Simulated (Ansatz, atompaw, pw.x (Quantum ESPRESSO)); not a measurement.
**What a changed setting does to a pw.x run (fcc W)**

Potential: PAW, atompaw 4.2.0.5, PBEsol; core [Xe] 4f14, reference 5d4 6s1.5 6p0.5; waves: 6s (bound): rc 2.45 bohr; 6s channel at 1.9 Ry: rc 2.45 bohr; 6p (bound): rc 3.00 bohr; 6p channel at 1.4 Ry: rc 3.00 bohr; 5d (bound): rc 3.00 bohr; 5d channel at 0.1 Ry: rc 3.00 bohr; local part: ultrasoft scheme with l = 3 at 0.5 Ry, radius 2.80 bohr; core correction: smooth core density matched at 2.00 bohr; augmentation: besselshape compensation charge, radius 2.60 bohr; PAW radius 3.00 bohr; waves and projectors: custom rrkj gramschmidtortho.

The reference run (k-mesh 14³, cutoffs 40/400 Ry, Fermi–Dirac 0.01 Ry, mixing_beta 0.4, conv_thr 1e-9, no spin) gives -0.84 GPa at 15.995 Å³/atom, where all-electron LAPW gives 0.14 GPa. This run, with its own iteration cap, changes mixing_ndim to 2.

```
&control
  calculation='scf', prefix='x', pseudo_dir='./', outdir='./tmp', tstress=.true., disk_io='none'
/
&system
  ibrav=0, nat=1, ntyp=1, ecutwfc=40, ecutrho=400, nbnd=10,
  occupations='smearing', smearing='fd', degauss=0.01
/
&electrons
  conv_thr=1e-09, mixing_beta=0.4, electron_maxstep=60, mixing_ndim=2
/
ATOMIC_SPECIES
W 1.0 W.UPF
CELL_PARAMETERS angstrom
  0.00000000 1.99979164 1.99979164
  1.99979164 0.00000000 1.99979164
  1.99979164 1.99979164 0.00000000
ATOMIC_POSITIONS crystal
W 0.0000 0.0000 0.0000
K_POINTS automatic
14 14 14 0 0 0
```

```bash
pw.x < W.scf.in > W.scf.out
```

Problem. How does the run end?

Solution. It converges in 9 iterations; the free energy moves by +0.0 meV/atom and the pressure by +0.01 GPa. The result is that of the reference run.

```
Message from routine setup:
     using ibrav=0 with symmetry is DISCOURAGED, use correct ibrav instead
     lattice parameter (alat)  =       5.3444  a.u.
     unit-cell volume          =     107.9396 (a.u.)^3
     number of electrons       =         6.00
     number of Kohn-Sham states=           10
     kinetic-energy cutoff     =      40.0000  Ry
     charge density cutoff     =     400.0000  Ry
     scf convergence threshold =      1.0E-09
     Exchange-correlation= SLA PW PSX PSC
     number of k points=   104  Fermi-Dirac smearing, width (Ry)=  0.0100
     iteration #  1     ecut=    40.00 Ry     beta= 0.40
     total energy              =    -645.72052102 Ry
     estimated scf accuracy    <       0.03000576 Ry
     iteration #  2     ecut=    40.00 Ry     beta= 0.40
     total energy              =    -645.72471553 Ry
     estimated scf accuracy    <       0.00656226 Ry
     iteration #  3     ecut=    40.00 Ry     beta= 0.40
     total energy              =    -645.72698783 Ry
     estimated scf accuracy    <       0.00062743 Ry
     iteration #  4     ecut=    40.00 Ry     beta= 0.40
     total energy              =    -645.72704036 Ry
     estimated scf accuracy    <       0.00004702 Ry
     iteration #  5     ecut=    40.00 Ry     beta= 0.40
     total energy              =    -645.72705018 Ry
     estimated scf accuracy    <       0.00000088 Ry
     iteration #  6     ecut=    40.00 Ry     beta= 0.40
     total energy              =    -645.72704989 Ry
     estimated scf accuracy    <       0.00000031 Ry
     iteration #  7     ecut=    40.00 Ry     beta= 0.40
     total energy              =    -645.72704992 Ry
     estimated scf accuracy    <          8.8E-09 Ry
     iteration #  8     ecut=    40.00 Ry     beta= 0.40
     total energy              =    -645.72704992 Ry
     estimated scf accuracy    <          3.2E-09 Ry
     iteration #  9     ecut=    40.00 Ry     beta= 0.40
     the Fermi energy is    14.3489 ev
!    total energy              =    -645.72704993 Ry
     estimated scf accuracy    <          4.9E-10 Ry
     smearing contrib. (-TS)   =      -0.00509699 Ry
     The total energy is F=E-TS. E is the sum of the following terms:
     one-electron contribution =      12.78995417 Ry
     hartree contribution      =       0.34338591 Ry
     xc contribution           =      -9.62371719 Ry
     ewald contribution        =     -21.83811582 Ry
     one-center paw contrib.   =    -627.39346001 Ry
     convergence has been achieved in   9 iterations
          total   stress  (Ry/bohr**3)                   (kbar)     P=       -8.30
     Message from routine punch:
     Nothing written, as per user request (disk_io='none')
```

The run took about 6.8 s on one core of a shared host (AMD EPYC 9R45 96-Core Processor, 96 threads, 376 GiB, load 52).
